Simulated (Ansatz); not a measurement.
**CHSSi− (SMILES [C-]#[Si]S): one structure at several levels**

How do the functionals fare away from a minimum? The structure is a structure displaced at random from a GFN2-xTB minimum.

Program: Ansatz 0.2.0, Gaussian basis. Level of theory: single points in def2-TZVPPD. These are calculated values, not measurements.

Correlated methods freeze the cores.

## (1) Where the work starts

SMILES `[C-]#[Si]S`, 4 atoms, charge -1, spin multiplicity 1.

Atoms are counted from 1 here; the program's logs count them from 0.

Bond lengths: C1–Si2 1.574 Å, Si2–S3 2.361 Å, S3–H4 1.221 Å. Angles: C1–Si2–S3 173.4°, Si2–S3–H4 93.7°.

As a file:

```xyz
4

C    -2.0432    0.3437    1.2395
Si   -0.8479    0.2874    0.2166
S     1.0557    0.0177   -1.1546
H     1.6755   -0.6063   -0.3076
```

## (2) CCSD(T)/def2-TZVPPD

run/in.yaml reads:

```yaml
crystal:
  periodic: [false, false, false]
  atoms:
    - {symbol: C, position_ang: [-2.043200, 0.343700, 1.239500]}
    - {symbol: Si, position_ang: [-0.847900, 0.287400, 0.216600]}
    - {symbol: S, position_ang: [1.055700, 0.017700, -1.154600]}
    - {symbol: H, position_ang: [1.675500, -0.606300, -0.307600]}
basis:
  gaussian: {orbitals: "def2-TZVPPD.json"}
total_charge: -1
correlation: {method: ccsd_t}
output: {forces: true}
```

The basis file named in the input lies beside it (Basis Set Exchange, JSON).

The command line of these runs was not kept.

## (3) PBE0-D4/def2-TZVPPD

run/in.yaml, as its differences from that of step 2:

```diff
@@ -10,3 +10,3 @@
 total_charge: -1
-correlation: {method: ccsd_t}
-output: {forces: true}
+hamiltonian: {xc: pbe0, dispersion: d4}
+output: {forces: true, orbitals: {seedname: orbitals}}
```

## (4) wB97M-V/def2-TZVPPD

run/in.yaml, as its differences from that of step 3:

```diff
@@ -10,3 +10,3 @@
 total_charge: -1
-hamiltonian: {xc: pbe0, dispersion: d4}
-output: {forces: true, orbitals: {seedname: orbitals}}
+hamiltonian: {xc: {name: wB97M-V}}
+output: {forces: true}
```

## (5) r2SCAN-D4/def2-TZVPPD

run/in.yaml, as its differences from that of step 4:

```diff
@@ -10,3 +10,3 @@
 total_charge: -1
-hamiltonian: {xc: {name: wB97M-V}}
+hamiltonian: {xc: r2scan, dispersion: d4}
 output: {forces: true}
```

## (6) PBE-D4/def2-TZVPPD

run/in.yaml, as its differences from that of step 5:

```diff
@@ -10,3 +10,3 @@
 total_charge: -1
-hamiltonian: {xc: r2scan, dispersion: d4}
+hamiltonian: {xc: pbe, dispersion: d4}
 output: {forces: true}
```

## (7) LC-wPBE/def2-TZVPPD

run/in.yaml, as its differences from that of step 6:

```diff
@@ -10,3 +10,3 @@
 total_charge: -1
-hamiltonian: {xc: pbe, dispersion: d4}
+hamiltonian: {xc: {name: LC-wPBE}}
 output: {forces: true}
```

## (8) HSE06-D4/def2-TZVPPD

run/in.yaml, as its differences from that of step 7:

```diff
@@ -10,3 +10,3 @@
 total_charge: -1
-hamiltonian: {xc: {name: LC-wPBE}}
+hamiltonian: {xc: hse06, dispersion: d4}
 output: {forces: true}
```

(Steps that only read results are left out.)

Before running it: what results should come out? Wanted: RMS force component; RMS force error; HOMO and LUMO, PBE0-D4; T1 diagnostic.

The runs gave:

```
              quantity                                                                                            value
   RMS force component                                                             2.648 to 3.028 eV/Å over the methods
       RMS force error  PBE0-D4 0.331, wB97M-V 0.424, r2SCAN-D4 0.264, PBE-D4 0.228, LC-wPBE 0.618, HSE06-D4 0.321 eV/Å
HOMO and LUMO, PBE0-D4                                                                                -0.95 and 2.28 eV
         T1 diagnostic                                                                                            0.036
```

In words: The forces of PBE-D4 come nearest to CCSD(T), those of LC-wPBE are farthest. Frozen-core CCSD(T) forces in triple zeta carry basis errors of their own, and this is one geometry, so small gaps rank nothing. The T1 diagnostic is large here, over the usual mark for main-group molecules (transition-metal compounds often pass it harmlessly), so CCSD(T) itself may be off. The restricted Hartree–Fock reference is unstable towards an unrestricted one at one or more of these structures.
